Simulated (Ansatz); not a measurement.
Species: CHN, charge 0, triplet. This triplet is an excited state, 4.7 eV above the singlet at CCSD(T)/cc-pV5Z (Ansatz, a first-principles code). CHN (parent SMILES [C-]#[NH+], triplet).
B3LYP-D3(BJ)/def2-TZVP minimum from Ansatz:
```xyz
3

C      0.6912    -0.0186    -0.2910
N     -0.4197     0.0623     0.2877
H     -1.2095    -0.3247    -0.2675
```
Charge 0, spin multiplicity 3.

Hartree-Fock and CCSD correlation energies in hartree (Ansatz). Radicals and triplets start from unrestricted determinants; spin-orbit coupling is neglected. Cores are frozen in correlated methods. No relativity. The UHF reference of CHN (parent SMILES [C-]#[NH+], triplet) is spin-contaminated (<S^2> up to 0.31 over the pure value in the sets run). The spin of CHN (parent SMILES [C-]#[NH+], triplet) was assumed, and the state is the lowest solution found for it.

```csv
basis,X,E(HF),"E(corr, CCSD)"
cc-pVTZ,3,-92.75669,-0.30814
cc-pVQZ,4,-92.76351,-0.32510
cc-pV5Z,5,-92.76512,withheld
```

Problem. Fit E(corr) = E∞ + A/X³ to X = 3 and 4, predict X = 5, and compare with the run.

Solution. A = (-0.30814 - (-0.32510))/(1/27 - 1/64) = 0.7921; E∞ = -0.32510 - A/64 = -0.33748; at X = 5, E∞ + A/125 = -0.33114. The run gave -0.33083, 0.31 mEh above the prediction. The same form on X = 4 and 5 gives E∞ = -0.33684, 0.63 mEh above the first estimate.
